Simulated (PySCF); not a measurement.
A GIAO shielding run with PySCF 2.14.0 with density-fitted response routines (density fitting, non-relativistic, gas phase) on `C[C@@H]1CS[C@@H]1F`, C₄H₇FS:

```
$ OMP_NUM_THREADS=1 python probes_run.py task.json out

{"job": {"kind": "nmr", "xc": "PBE0", "basis": "pcSseg-1"}, "charge": 0, "multiplicity": 1}
C      1.386802    -0.474019     0.078103
C      0.020600     0.070958     0.456352
C     -1.170250    -0.824489     0.090117
S     -2.115617     0.582538    -0.608177
C     -0.448034     1.289204    -0.357301
F      0.228484     1.455709    -1.529277
H      2.161622     0.249642     0.320215
H      1.581694    -1.393476     0.624926
H      1.432226    -0.681863    -0.988359
H     -0.001072     0.323011     1.519719
H     -1.682771    -1.304667     0.919311
H     -0.945858    -1.552101    -0.687488
H     -0.452215     2.260041     0.144132
```

Hardware: 1 thread of an Intel Xeon, shared host. The job also computes population analyses, field gradients, ring-centre shieldings.

Question: How large is the calculation?

Answer: 56 electrons, 144 basis functions and 768 auxiliary functions.

Question: How long does it take, and how much memory does it need?

Answer: 42 s of wall time, with 12 SCF cycles and 5 response iterations; peak memory 0.7 GiB. Times on a shared host scatter by some tens of per cent.
